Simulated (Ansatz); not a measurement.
`O=COCS` + H–F → `O=COCF` + H₂S  (substitution at a C–S bond)

Gas-phase electronic energies from Ansatz, PBE0-D4/def2-TZVP geometries. CCSD(T)/CBS is the MP2 limit (def2-TZVPP, def2-QZVPP) plus CCSD(T) − MP2 in def2-TZVPP, frozen cores. This one scheme is used for every species. DFT in def2-TZVPP. B3LYP here is the variant with VWN-RPA as its local correlation; programs differ in this. One conformer a species, not always the lowest.

`O=COCS`:

```xyz
9

O     1.581   -0.196   -1.479
C     0.634   -0.885   -1.238
O    -0.244   -0.685   -0.254
C     0.008    0.468    0.557
S    -1.056    0.470    1.988
H     0.350   -1.789   -1.796
H     1.036    0.444    0.921
H    -0.125    1.367   -0.043
H    -2.185    0.806    1.344
```

H–F:

Z-matrix (Å, degrees):
```
F
H 1 0.920
```

`O=COCF`:

```xyz
8

O    -0.219   -1.630   -0.737
C     0.063   -1.268    0.361
O     0.242    0.011    0.751
C     0.035    0.995   -0.225
F    -1.284    1.325   -0.259
H     0.230   -1.926    1.225
H     0.326    0.628   -1.210
H     0.607    1.866    0.094
```

H₂S:

```xyz
3

S     0.205   -0.062    0.581
H     0.783   -0.170   -0.624
H    -0.988    0.231    0.042
```

```
             level  ΔE (kJ/mol)  difference from CCSD(T)/CBS
            PBE-D4         12.3                         -5.3
         r2SCAN-D4          6.1                        -11.5
           PBE0-D4         11.8                         -5.8
          B3LYP-D4          6.3                        -11.3
           ωB97X-V          4.1                        -13.5
           ωB97M-V          7.0                        -10.6
            B2PLYP          6.4                        -11.2
               PBE          8.5                         -9.1
            r2SCAN          5.1                        -12.5
              PBE0          8.4                         -9.2
             B3LYP          0.2                        -17.4
     HF/def2-TZVPP        -12.8                        -30.4
    MP2/def2-TZVPP         20.5                          2.9
SCS-MP2/def2-TZVPP         12.3                         -5.3
   CCSD/def2-TZVPP          6.8                        -10.8
CCSD(T)/def2-TZVPP          9.9                         -7.7
     HF/def2-QZVPP        -12.3                        -29.9
    MP2/def2-QZVPP         25.1                          7.5
SCS-MP2/def2-QZVPP         16.9                         -0.7
      HF/CBS(def2)        -12.2                        -29.8
     MP2/CBS(def2)         28.2                         10.6
    CCSD/CBS(def2)         14.5                         -3.1
       CCSD(T)/CBS         17.6                            0
```

Largest T1 diagnostic among the species: 0.015.

In def2-TZVPP, CCSD(T) changes the Hartree–Fock value by +22.7 kJ/mol (the triples alone add +3.2 kJ/mol) and MP2 by +33.3 kJ/mol. The D4 term adds +6.2 kJ/mol with B3LYP and +3.4 kJ/mol with PBE0; it sums over pairs of atoms, weighted by their polarisabilities, and B3LYP, whose exchange is more repulsive, gets the larger term.
